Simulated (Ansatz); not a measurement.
## Rock-salt CdO, Γ–Γ gap

Reference value: 2.28 eV (measured, 100 K, zero-point motion not removed; as tabulated in Menéndez-Proupin et al. (2004), arXiv:cond-mat/0405700).

```csv
level (code),value (eV)
B3LYP (VWN-RPA form) (Ansatz),…
HSE06 (Ansatz),2.31
HSE06+SOC (Ansatz),2.28
PBE0 (Ansatz),2.94
Hartree–Fock (Ansatz),10.70
```

Q: What belongs in the gaps?

A: 
- B3LYP (VWN-RPA form) (Ansatz, an electronic-structure program), value (eV): 2.65

Differences against the reference: B3LYP (VWN-RPA form) +0.37 eV, HSE06 +0.03 eV, HSE06+SOC 0.00 eV, PBE0 +0.66 eV, Hartree–Fock +8.42 eV.

Once the reference is moved by up to 0.16 eV (a margin picked here for doubts on the reference and the settings, and for temperature and zero-point motion) and values within 0.03 eV count as equal, the nearest can be HSE06+SOC (0.00 eV) or HSE06 (+0.03 eV). Farthest off among them: Hartree–Fock (+8.42 eV).

Computed values are for a static lattice; measured ones hold zero-point and thermal shifts unless a correction is named. Spin–orbit coupling is included only where a level's name says +SOC; with heavier elements it mostly lowers gaps and can invert bands.  Values are at the measured cell. K meshes differ between the levels. Ansatz's density-functional and Hartree–Fock values are scalar-relativistic unless marked +SOC, with PAW data made under PBE.

Differences are worked out from the printed values.
